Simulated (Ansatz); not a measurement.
**Si–CH$_{2}$: how the atomization moves with the basis**

Si–CH2, singlet; coordinates (Å): Si 0.000 0.000 0.596; C 0.000 0.000 -1.106; H 0.000 -0.909 -1.708; H 0.000 0.909 -1.708. Quantity: atomization.

Ansatz 0.2.0, basis 6-31G or cc-pVDZ or cc-pVTZ; geometries are PBE0/def2-TZVP minima. Wave-function levels freeze the cores; HF, MP2 and coupled cluster are restricted for singlets and unrestricted otherwise, atoms included (their steps beyond CCSDT(Q) come from restricted open-shell runs), Kohn–Sham unrestricted where that lies lower. The reference is CCSDT(Q) or CCSDTQ or full CI (coupled cluster only where its series has nearly closed). Semilocal and hybrid functionals correlate all electrons outside any core potential and usually lie nearer their basis limit than the reference, so part of their error here is the reference's basis and frozen-core error; RPA and the MP2 part of double hybrids freeze the same cores as the reference. None of these values is a measured one. Energies are electronic, without zero-point terms. No spin–orbit coupling and no scalar relativity. The species are chosen: bound, without strong static correlation by their natural occupations or amplitudes, in their lowest spin state as far as vertical gaps and like structures tell, and with a ladder that closes on the reference, so errors are smaller than for species at large; levels whose determinant breaks symmetry or spin markedly are left out.

```json
{"level": "reference", "6-31G (kcal/mol)": "266.5 (full CI)", "cc-pVDZ (kcal/mol)": "287.1 (CCSDTQ)", "cc-pVTZ (kcal/mol)": "306.3 (CCSDT(Q))"}
{"level": "HF", "6-31G (kcal/mol)": "200.7", "cc-pVDZ (kcal/mol)": "214.0", "cc-pVTZ (kcal/mol)": "220.9"}
{"level": "CCSD(T)", "6-31G (kcal/mol)": "266.0", "cc-pVDZ (kcal/mol)": "286.6", "cc-pVTZ (kcal/mol)": "305.9"}
{"level": "PBE", "6-31G (kcal/mol)": "307.9", "cc-pVDZ (kcal/mol)": "313.2", "cc-pVTZ (kcal/mol)": "320.0"}
{"level": "r2SCAN", "6-31G (kcal/mol)": "300.3", "cc-pVDZ (kcal/mol)": "306.3", "cc-pVTZ (kcal/mol)": "313.5"}
{"level": "PBE0", "6-31G (kcal/mol)": "298.3", "cc-pVDZ (kcal/mol)": "305.8", "cc-pVTZ (kcal/mol)": "312.7"}
{"level": "wB97M-V", "6-31G (kcal/mol)": "303.6", "cc-pVDZ (kcal/mol)": "312.7", "cc-pVTZ (kcal/mol)": "317.4"}
{"level": "B2PLYP", "6-31G (kcal/mol)": "287.7", "cc-pVDZ (kcal/mol)": "300.6", "cc-pVTZ (kcal/mol)": "311.9"}
```

From 6-31G to cc-pVTZ the reference moves by 39.8 kcal/mol and PBE by 12.1; the step from CCSD(T) to the reference is 0.5 in the first and 0.4 in the last.
